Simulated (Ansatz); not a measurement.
# C₂H₂S: small, medium and large basis sets

How large a basis does C₂H₂S need? Two functionals and correlated methods are run in growing sets.

Program: Ansatz 0.2.0, Gaussian basis. Level of theory: one geometry, several basis sets. These are calculated values, not measurements.

The runs, in order: PBE0-D4/def2-SVP; ωB97M-V/def2-SVP; PBE0-D4/def2-QZVPP; ωB97M-V/def2-QZVPP; CCSD(T)/cc-pV(D+d)Z; CCSD(T)/cc-pV(T+d)Z; CCSD(T)/cc-pV(Q+d)Z; the functionals' def2-TZVPP values are taken from earlier runs.

**1. Structure used throughout**

An earlier PBE0-D4 in a triple-zeta def2 set relaxation fixed the geometry.

5 atoms, charge 0, spin multiplicity 1.

Atoms are counted from 1 here; the program's logs count them from 0.

Bond lengths: C1–C2 1.303 Å, C1–H4 1.084 Å, C1–H5 1.084 Å, C2–S3 1.551 Å. Angles: C2–C1–H4 120.6°, C2–C1–H5 120.6°, H4–C1–H5 118.9°, C1–C2–S3 180.0°.

**2. PBE0-D4 in def2-SVP**

in.yaml

```yaml
crystal:
  periodic: [false, false, false]
  atoms:
    - {symbol: C, position_ang: [0.557867, -0.264286, 0.096572]}
    - {symbol: C, position_ang: [-0.610503, 0.267896, -0.127147]}
    - {symbol: S, position_ang: [-2.000969, 0.901445, -0.393152]}
    - {symbol: H, position_ang: [1.411184, 0.002330, -0.515762]}
    - {symbol: H, position_ang: [0.692422, -0.980987, 0.898090]}
basis:
  gaussian: {orbitals: def2-SVP}
hamiltonian: {xc: pbe0, dispersion: d4}
output: {orbitals: {seedname: orbitals}}
```

Command:

```sh
> ansatz run in.yaml --threads 2 --pin off --events-out ev --progress --plain --max-ram 4352MiB
```

Further steps of the session: ωB97M-V in def2-SVP; PBE0-D4 in def2-QZVPP; ωB97M-V in def2-QZVPP; CCSD(T) in cc-pV(D+d)Z; CCSD(T) in cc-pV(T+d)Z; CCSD(T) in cc-pV(Q+d)Z.

**Question.** What will the summary of the whole plan be? Wanted: MP2 correlation recovered, cc-pV(D+d)Z; MP2 correlation recovered, cc-pV(T+d)Z; MP2 correlation recovered, cc-pV(Q+d)Z; CCSD(T) limit from def2 sets; PBE0-D4: double and triple zeta above quadruple; ωB97M-V: double and triple zeta above quadruple.

The runs gave:

| quantity | value |
| --- | --- |
| MP2 correlation recovered, cc-pV(D+d)Z | 72.1 % |
| MP2 correlation recovered, cc-pV(T+d)Z | 89.3 % |
| MP2 correlation recovered, cc-pV(Q+d)Z | 95.5 % |
| CCSD(T) limit from def2 sets (earlier runs) less the limit of this series | -47 meV |
| PBE0-D4: double and triple zeta above quadruple | 6.55, 0.44 eV |
| ωB97M-V: double and triple zeta above quadruple | 6.61, 0.41 eV |

In words: For PBE0-D4 the step from double to triple zeta gains 6.11 eV and the next only 0.44 eV. Correlation climbs from 72 % (cc-pV(D+d)Z) to 96 % (cc-pV(Q+d)Z) of the limit; Hartree-Fock is 0.069 eV from its own by then. A limit from the def2 sets, made apart, differs by 47 meV, a least measure of the doubt on such a limit. These are total energies; as a rule much of such shifts cancels in differences, which this series doesn't test.
